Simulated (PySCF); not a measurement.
Molecule (SMILES): F[Si](F)(F)F.
Geometry (B3LYP-D3(BJ)/def2-TZVP, fixed):
```xyz
5

Si     0.0000     0.0000     0.0000
F      0.9027     0.9354     0.8757
F     -0.8806    -0.8997     0.9336
F     -0.9289     0.8739    -0.9111
F      0.9068    -0.9096    -0.8983
```
Charge 0, spin multiplicity 1.

Basis-set convergence of the lowest singlet excitation energy at PBE with PySCF. Tamm-Dancoff approximation; the state is taken by its order, and sets in which it differs in degeneracy or brightness are left out, yet its character can still change. All functions are spherical. Density fitting with generated auxiliary sets. No added dispersion term, no relativity. Reference: the value in aug-pcseg-2, 9.468 eV, itself unsure by roughly 0.004 eV (its distance from aug-cc-pV(T+d)Z).

```tsv
basis	functions	lowest singlet excitation energy (eV)
3-21G	49	9.301
6-31G	49	9.192
pcseg-0	49	9.492
6-31G**	74	___
def2-SVP	74	___
pcseg-1	74	10.000
6-31+G*	94	___
def2-SVPD	116	9.642
6-311+G**	118	9.452
aug-cc-pV(D+d)Z	124	9.395
6-311++G(2d,2p)	143	9.488
pcseg-2	154	10.083
def2-TZVP	161	10.098
def2-TZVPP	166	10.098
jun-cc-pV(T+d)Z	204	___
aug-pcseg-2	234	9.468
aug-cc-pV(T+d)Z	239	9.464
def2-QZVPP	298	9.866
```

What belongs in the gaps?


- 6-31G**, lowest singlet excitation energy (eV): 9.856
- def2-SVP, lowest singlet excitation energy (eV): 10.031
- 6-31+G*, lowest singlet excitation energy (eV): 9.449
- jun-cc-pV(T+d)Z, lowest singlet excitation energy (eV): 9.472
